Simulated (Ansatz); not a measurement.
## Dissociation curves of N2H3 (SMILES [NH]N)

N2H3: 5 atoms, total charge 0, spin state doublet. SMILES: `[NH]N`. The coordinates come from a PBE0-D4/def2-TZVP relaxation. This is one conformer, not always the lowest.

| atom | x (Å) | y (Å) | z (Å) |
| --- | --- | --- | --- |
| N | -0.1876 | -0.8181 | 0.4540 |
| N | -0.1287 | 0.2356 | -0.3684 |
| H | 0.7598 | -0.9515 | 0.8113 |
| H | -1.0310 | 0.5923 | -0.6400 |
| H | 0.5874 | 0.9416 | -0.2568 |

The N1–H3 distance is scanned; the parts on either side stay rigid. Basis STO-3G, 2 core orbitals frozen in the correlated methods; program Ansatz 0.2.0. FCI is exact within this basis and core. Energies in eV from each method's value at 1.021 Å; open shells run as named. The shape above is that at 1.021 Å.

```json
{"distance (Å)": "1.020", "U-r2SCAN": "0.07", "UPBE0": "0.06", "UHSE06": "0.06", "RPA@PBE": "0.07", "UCCSDTQ": "0.07", "FCI": "0.07"}
{"distance (Å)": "1.021", "U-r2SCAN": "0.00", "UPBE0": "0.00", "UHSE06": "0.00", "RPA@PBE": "0.00", "UCCSDTQ": "0.00", "FCI": "0.00"}
{"distance (Å)": "1.275", "U-r2SCAN": "0.52", "UPBE0": "0.58", "UHSE06": "0.57", "RPA@PBE": "0.37", "UCCSDTQ": "0.44", "FCI": "0.44"}
{"distance (Å)": "1.277", "U-r2SCAN": "0.45", "UPBE0": "0.52", "UHSE06": "0.51", "RPA@PBE": "0.30", "UCCSDTQ": "0.37", "FCI": "0.37"}
{"distance (Å)": "1.530", "U-r2SCAN": "1.86", "UPBE0": "2.03", "UHSE06": "2.02", "RPA@PBE": "1.59", "UCCSDTQ": "1.62", "FCI": "1.62"}
{"distance (Å)": "1.532", "U-r2SCAN": "1.81", "UPBE0": "1.97", "UHSE06": "1.97", "RPA@PBE": "1.53", "UCCSDTQ": "1.56", "FCI": "1.56"}
{"distance (Å)": "2.040", "U-r2SCAN": "3.56", "UPBE0": "3.76", "UHSE06": "3.76", "RPA@PBE": "3.57", "UCCSDTQ": "3.06", "FCI": "3.06"}
{"distance (Å)": "2.043", "U-r2SCAN": "3.54", "UPBE0": "3.73", "UHSE06": "3.73", "RPA@PBE": "3.54", "UCCSDTQ": "3.02", "FCI": "3.02"}
{"distance (Å)": "2.549", "U-r2SCAN": "3.94", "UPBE0": "4.04", "UHSE06": "4.04", "RPA@PBE": "3.70", "UCCSDTQ": "3.34", "FCI": "3.34"}
{"distance (Å)": "2.553", "U-r2SCAN": "3.92", "UPBE0": "4.02", "UHSE06": "4.02", "RPA@PBE": "3.70", "UCCSDTQ": "3.32", "FCI": "3.32"}
```

Departure from the FCI curve at its largest: U-r2SCAN +0.61 eV at 2.55 Å; UPBE0 +0.71 eV at 2.04 Å; UHSE06 +0.71 eV at 2.04 Å; RPA@PBE +0.52 eV at 2.04 Å; UCCSDTQ within 0.005 eV. A jump in U-r2SCAN, UPBE0, UHSE06, RPA@PBE, UCCSDTQ shows that the solution changed state along the way. For the functionals part of the departure is owed to the small basis.
